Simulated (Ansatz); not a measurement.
A trace of molecular dynamics of CH4AlSi (7 atoms, charge 0, multiplicity 2).

The calculation used Ansatz, UKS PBE/def2-SVP.

```yaml
ensemble: NVE (velocity Verlet)
starting_velocities_drawn_for: 300 K
seed: 3624
```

```csv
time (fs),T (K),potential energy less start (eV),conserved less start (meV/atom)
0.0,300,0.000,0.00
4.0,221,0.051,0.04
8.0,153,0.096,0.05
12.0,81,0.142,0.05
16.0,94,0.133,0.02
20.0,116,0.119,0.04
24.0,133,0.108,0.06
28.0,162,0.089,0.03
32.0,124,0.114,0.03
36.0,129,0.110,0.02
40.0,78,0.144,0.07
44.0,136,0.106,0.04
48.0,162,0.090,0.03
52.0,220,0.052,0.02
56.0,210,0.058,0.05
60.0,192,0.070,0.05
64.0,172,0.083,0.01
68.0,110,0.123,0.04
72.0,116,0.119,0.04
76.0,101,0.129,0.06
80.0,176,0.080,0.02
84.0,172,0.083,0.04
88.0,184,0.075,0.04
92.0,135,0.107,0.06
96.0,143,0.102,0.03
100.0,209,0.059,0.02
```

**Question.** Is this trajectory sound?

**Answer.** The conserved energy stayed within 0.073 meV per atom of its start (net change 0.015 meV per atom), so the integration is sound. The temperature averaged 0.54 of the 300 K drawn at the start: a run that starts near a minimum puts about half its kinetic energy into the potential. A run of 0.1 ps of so small a system gives no equilibrium averages. The time step was 0.5 fs.

The run took 2.9 min on 2 threads of AMD EPYC 9R14 (Zen 4), with other jobs on the host, peak memory 0.16 GiB.
